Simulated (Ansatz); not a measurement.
System: 1T (CdI2-type) TaSe2 (undistorted form, which takes a superstructure on cooling). Method: PBEsol-D3(BJ) (Ansatz, a quantum-chemistry and plane-wave program, PAW).

Run with plane-wave cutoff 520 eV, 18×18×10 k mesh (along the axes of the cell as run), Fermi–Dirac smearing 0.05 eV, scalar-relativistic PAW data made under PBE.

A third-order Birch–Murnaghan fit to the energies gives V0 = 19.630 Å³/atom, B0 = 62.6 GPa, B′ = 8.3.

```
V (Å³/atom)  P (GPa)
-----------  -------
18.845           [?]
19.238           [?]
19.630          0.00
20.023         -1.15
20.415         -2.07
```

Q: Estimate the withheld pressures from this fit; the answers are the runs' own values.

A: 
- 18.845, P (GPa): 3.01
- 19.238, P (GPa): 1.38

The formula P = (3/2) B0 (x^(7/3) − x^(5/3)) [1 + (3/4)(B′ − 4)(x^(2/3) − 1)] with x = V0/V meets the computed pressures within 0.02 GPa when these rounded values are put in.

Shape and atoms are relaxed at each volume.

Note: the relaxation could not lower the start's symmetry, so the cell can be a saddle point above a distorted one; the bulk modulus comes from volumes at which shape and atoms were relaxed.

Spin–orbit coupling is not included; it can open a gap where bands touch, and shift volumes and moduli.

Computed values are for the static lattice.

The result took very roughly 22 core-minutes.
